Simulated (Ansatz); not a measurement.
Isolated molecules relaxed with PBE0-D4/def2-TZVP in Ansatz; ΔE leaves out vibrations. CBS: MP2 limit from def2 TZ/QZ plus the TZ coupled-cluster correction, frozen cores. Each species was taken in one conformer, which may not be the lowest.

Reaction (formal exchange of groups at a C–C bond): `COC(C)=N` + `CC(C)C` → `CC(C)(C)C` + `COC=N`

```
    species  CCSD(T)/CBS(def2) energy (Eh)
 `COC(C)=N`                     -248.23188
   `CC(C)C`                     -158.24397
`CC(C)(C)C`                     -197.50877
    `COC=N`                     -208.96207
```

Task: Work out ΔE.

Result: ΔE = (-197.50877) + (-208.96207) − (-248.23188) − (-158.24397) = 0.00501 Eh = +3.1 kcal/mol.

Largest T1 diagnostic among the species: 0.014.

In def2-TZVPP, CCSD(T) changes the Hartree–Fock value by −3.2 kcal/mol (the triples alone add −0.4 kcal/mol) and MP2 by −3.8 kcal/mol. The D4 term adds −1.2 kcal/mol with B3LYP and −0.7 kcal/mol with PBE0; it sums over pairs of atoms, weighted by their polarisabilities, and B3LYP, whose exchange is more repulsive, gets the larger term.

B3LYP here is the variant with VWN-RPA as its local correlation; programs differ in this.
